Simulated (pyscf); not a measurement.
Four-centre exchange: `[GeH3]` [doublet] + `[CH3][Cl]` → `[Cl][CH2][GeH2]` [doublet] + `[H][H]`

Gas phase, doublet surface, charge 0. Bonds broken: Ge1–H2, C5–H7. Bonds formed: Ge1–C5, H2–H7. Single points on ωB97X-D3(BJ)/def2-SVP structures (PySCF, gas phase).

Transition state (Å):

```xyz
9

Ge    -1.4051    -1.1867     0.3072
H      0.1305    -0.5483     1.1547
H     -0.7073    -1.9356    -0.8518
H     -2.9085    -0.8540    -0.1423
C     -0.8073     0.8084    -0.7106
Cl     0.6783     0.8237    -1.6857
H     -0.2212     0.1181     0.4026
H     -1.6686     0.7033    -1.3846
H     -0.9061     1.7657    -0.1762
```

One imaginary mode, 1698i cm⁻¹; descent along it reached the two sides named.

```json
[
 {"bond": "Ge1–H2", "change": "breaks", "reactant side (Å)": "1.541", "saddle": "1.867", "product side": "4.3"},
 {"bond": "C5–H7", "change": "breaks", "reactant side (Å)": "1.098", "saddle": "1.435", "product side": "3.3"},
 {"bond": "Ge1–C5", "change": "forms", "reactant side (Å)": "3.9", "saddle": "2.318", "product side": "1.969"},
 {"bond": "H2–H7", "change": "forms", "reactant side (Å)": "3.3", "saddle": "1.065", "product side": "0.762"}
]
```

Electronic energies relative to the separated reactants (kcal/mol):

| level | barrier | reaction energy | reverse barrier |
|---|---|---|---|
| ωB97X-D3(BJ)/def2-TZVP | 72.1 | +8.3 | 63.8 |
| PBE/def2-TZVP | 62.6 | +9.6 | 53.1 |
| r²SCAN/def2-TZVP | 67.0 | +9.6 | 57.4 |
| B3LYP-D3(BJ)/def2-TZVP | 69.2 | +9.7 | 59.5 |
| PBE0-D3(BJ)/def2-TZVP | 67.3 | +10.1 | 57.2 |
| M06-2X/def2-TZVP | 72.3 | +8.4 | 63.9 |
| ωB97M-D3(BJ)/def2-TZVP | 72.8 | +11.0 | 61.8 |
| HF/def2-TZVP | 98.7 | +17.0 | 81.7 |

With ωB97M-D3(BJ)/def2-TZVP energies and thermal terms (ideal gas, 1 atm, RRHO with modes under 100 cm⁻¹ raised to 100, one conformer, R ln 2 for chiral ones without a mode under 150 cm⁻¹), in kcal/mol:

```csv
T (K),ΔH‡,ΔG‡,ΔH,ΔG
298,69.2,78.8,+8.4,+9.8
600,69.9,88.3,+9.8,+10.7
900,71.1,97.2,+10.9,+10.9
1200,72.2,105.7,+11.7,+10.8
```

At the saddle there is also a short Ge–H contact that neither side keeps. Cl–CH₂–GeH₂• lies 38.7 kcal/mol over its isomer H₃C–GeH•–Cl (electronic energy, ωB97M-D3(BJ)/def2-TZVP). One saddle was located; it need not be the lowest between these sides. Elements up to Kr have no core potential and no relativistic terms here.
